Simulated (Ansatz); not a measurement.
Si(SiH3)H3 (Si2H6). The state is a singlet with charge 0. Geometry PBE-D4/def2-TZVP; atoms count from 1.

Cartesian coordinates in Å:
```
Si -1.109 0.380 -0.032
Si 1.109 -0.380 0.032
H 1.351 -1.374 -1.060
H 1.396 -1.036 1.346
H 2.057 0.765 -0.146
H -2.057 -0.768 0.120
H -1.389 1.059 -1.336
H -1.358 1.354 1.076
```

(1) Estimate the Mulliken populations from the PBE0/def2-TZVP orbitals of Ansatz.

(2) And the Mayer bond orders between heavy atoms (over 0.3)?

Results:

(1) 
| atom | charge (e) |
| --- | --- |
| Si1 | 0.03 |
| Si2 | 0.03 |
| H3 | -0.01 |
| H4 | -0.01 |
| H5 | -0.01 |
| H6 | -0.01 |
| H7 | -0.01 |
| H8 | -0.01 |
Mulliken values depend strongly on the basis.

(2) Si1–Si2 0.98 (2.35 Å).
